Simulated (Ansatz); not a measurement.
BH5O (`[BH3-][OH2+]`), relaxed with RKS PBE0-D4/def2-TZVP in Ansatz 0.2.0 from a PBE-D4/def2-SVP geometry. The force threshold is 0.005 eV/Å; the program also tests the step.

Total charge 0; spin multiplicity 1.

Start:

```xyz
7

B     0.188   -0.198   -0.652
O    -0.303   -0.075    0.965
H     1.195   -0.890   -0.565
H    -0.780   -0.737   -1.177
H     0.383    0.972   -0.990
H    -1.084    0.516    0.979
H     0.401    0.412    1.440
```

Q: How much energy does the relaxation release, and in how many steps? (An estimate is asked.)

A: Computed: 2.69 kJ/mol, in 5 steps.

Q: Which bonds change most? (Best estimate.)

A: Computed: B1–H5 from 1.233 to 1.210 Å; B1–H4 from 1.226 to 1.204 Å; B1–H3 from 1.225 to 1.204 Å; O2–H7 from 0.979 to 0.964 Å.

Q: Give the relaxed structure. (Best estimate.)

A: Ansatz gave: 
```xyz
7

B     0.190   -0.195   -0.658
O    -0.299   -0.055    0.951
H     1.179   -0.875   -0.560
H    -0.765   -0.727   -1.163
H     0.382    0.951   -0.998
H    -1.082    0.506    0.985
H     0.396    0.395    1.444
```
